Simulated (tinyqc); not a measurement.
Pariser-Parr-Pople SCF with singles CI, for the molecule Clc1ccc[nH]1 (SMILES; centres numbered as the heavy atoms are written), step by step. One step of it, computed by the program tinyqc.

Question. Singles CI, singlets. Over the 6 single excitations with the smallest orbital gaps: A = (e_a - e_i) delta + 2 (ia|jb) - (ij|ab), with (pq|rs) = sum c_mp c_mq gamma_mn c_nr c_ns. f = 2/3 w |mu|^2 in atomic units, mu = sqrt2 sum c_ia sum_m c_mi c_ma R_m.

orbital energies (eV): -16.054349  -13.528221  -10.921594  -10.303096  1.472904  2.960320

coefficients:
```
          MO1        MO2        MO3        MO4        MO5        MO6
1Cl  0.338497   0.841415   0.000314   0.401514  -0.111205  -0.062141
2C   0.514256   0.154443   0.000259  -0.556182   0.538087   0.335875
3C   0.312686  -0.042821  -0.579795  -0.338239  -0.246549  -0.623730
4C   0.272612  -0.239883  -0.560017   0.292787  -0.279059   0.625238
5C   0.384416  -0.379689   0.024095   0.568605   0.529948  -0.321441
6N   0.548721  -0.254221   0.591302  -0.077501  -0.527817  -0.006451
```

repulsion gamma_rs (eV):
```
           1Cl         2C         3C         4C         5C         6N
1Cl  13.000000   7.827217   5.206246   3.775630   3.775630   5.381632
2C    7.827217  11.130000   7.552804   5.520570   5.520570   8.280262
3C    5.206246   7.552804  11.130000   7.554850   5.519866   5.783982
4C    3.775630   5.520570   7.554850  11.130000   7.553862   5.785526
5C    3.775630   5.520570   5.519866   7.553862  11.130000   8.282957
6N    5.381632   8.280262   5.783982   5.785526   8.282957  16.800000
```

Centres (angstrom, eV; a flat drawing with bonds scaled to 1.40 angstrom):
```
centre          x          y  core charge z          W   gamma_rr
1Cl      2.159000   0.000000              2  26.000000  13.000000
2C       0.759000   0.000000              1  11.160000  11.130000
3C      -0.064000   1.133000              1  11.160000  11.130000
4C      -1.395000   0.700000              1  11.160000  11.130000
5C      -1.395000  -0.700000              1  11.160000  11.130000
6N      -0.064000  -1.133000              2  25.600000  16.800000
```

Give: singlet CI matrix; singlet excitation energies; oscillator strengths.

Answer.

singlet CI matrix (eV):
```
        4>5     3>5     4>6     3>6     2>5     2>6
4>5   6.375  -0.053  -0.133  -0.842   0.208  -0.322
3>5  -0.053   7.208   0.923   0.013  -0.043  -0.320
4>6  -0.133   0.923   7.746  -0.005  -0.405   0.390
3>6  -0.842   0.013  -0.005   7.838   0.290  -0.096
2>5   0.208  -0.043  -0.405   0.290   9.339  -0.556
2>6  -0.322  -0.320   0.390  -0.096  -0.556  11.286
```

singlet excitation energies (eV): 5.945  6.457  8.129  8.391  9.336  11.534

oscillator strengths: 0.174  0.034  0.774  0.916  0.131  0.033
